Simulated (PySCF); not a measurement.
**Solvent effects on NMR parameters**

Geometry (Å), atoms numbered from 1 in this order:
```xyz
5

C    -0.2940    0.0596    0.2434
N     0.3827   -0.6724   -0.5341
H    -1.1749   -0.3669    0.7509
H    -0.0803    1.1217    0.4707
H     1.1665   -0.1421   -0.9309
```

GIAO PBE0/pcSseg-1 in PySCF 2.14.0 with density-fitted response routines on one PBE0-D3(BJ)/def2-SVP conformer, non-relativistic, equivalent nuclei averaged. Solvents enter as an IEF-PCM continuum (benzene with ε = 2.3) around the gas-phase geometry. Shifts are referred to TMS computed in the same medium.

Gas phase, δ in ppm: C1 169.8, H5 11.04, H4 7.91, H3 7.76. Dipole moment 2.08 D.

(1) How does each δ change in the continuum?

(2) Which nuclei move most (in ppm), and what does the model miss?

Results:

(1) 
```csv
atoms,environment,"Δδ, benzene"
C1,C=N carbon,+3.3
H5,hydrogen on an imine nitrogen,-0.12
H4,hydrogen on a C=N carbon,-0.09
H3,hydrogen on a C=N carbon,+0.23
```

Changes are relative to the gas phase. The dipole moment becomes 2.30 D in benzene.

(2) C1 (C=N carbon, +3.3 ppm) in benzene. A continuum only polarises the solute; specific hydrogen bonds, the anisotropy of aromatic solvents and changes of geometry or conformer are outside it.
